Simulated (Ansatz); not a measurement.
A calculation with Ansatz (development build ahead of 0.2.0).

```yaml
crystal:
  periodic: [false, false, false]
  atoms:
    - { symbol: "N", position_ang: [-0.01548, -0.05689, -1.11053] }
    - { symbol: "N", position_ang: [0.00467, 0.08271, -0.11101] }
    - { symbol: O, position_ang: [-0.13288, 0.00873, 1.14305] }
basis:
  gaussian: { orbitals: cc-pVDZ }
hamiltonian:
  xc: hf
correlation:
  method: mp2
  frozen_orbitals: { "N": 1, O: 1 }
```

The input is written out in the form of the current development build from the run's settings.

Results

```json
{
  "Converged": "yes",
  "Reference energy": "-183.66356 hartree",
  "Correlation energy": "-0.48371 hartree",
  "Total energy": "-184.14727 hartree",
  "Spin squared of the determinant": "0.000"
}
```

Caution: no unrestricted run beside it, a lower state can exist.
